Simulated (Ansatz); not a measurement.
System: rock-salt TiC. Method: PBEsol (Ansatz, an electronic-structure program, PAW).

Run with plane-wave cutoff 560 eV, 16×16×16 k mesh, Fermi–Dirac smearing 0.1 eV, perturbation theory, no spin polarisation, scalar-relativistic PAW data made under PBE.

Computed at the level's own relaxed cell.

```
CELL_PARAMETERS angstrom
      0.00000     2.14654     2.14654
      2.14654     0.00000     2.14654
      2.14654     2.14654     0.00000
ATOMIC_POSITIONS crystal
  Ti 0.00000 0.00000 0.00000
  C  0.50000 0.50000 0.50000
```

Harmonic phonon frequencies (cm⁻¹; i marks an imaginary mode):

| q point | frequencies |
|---|---|
| Γ | 0 0 0 542 542 542 |
| X | [?] |
| U | [?] |
| L | 270 270 460 585 585 732 |
| W | [?] |

Problem. Complete the blanks.

Solution. 
- X, frequencies: 297 297 368 538 538 602
- U, frequencies: 298 352 368 565 609 647
- W, frequencies: 337 337 358 590 590 655

No imaginary mode appears at these points.
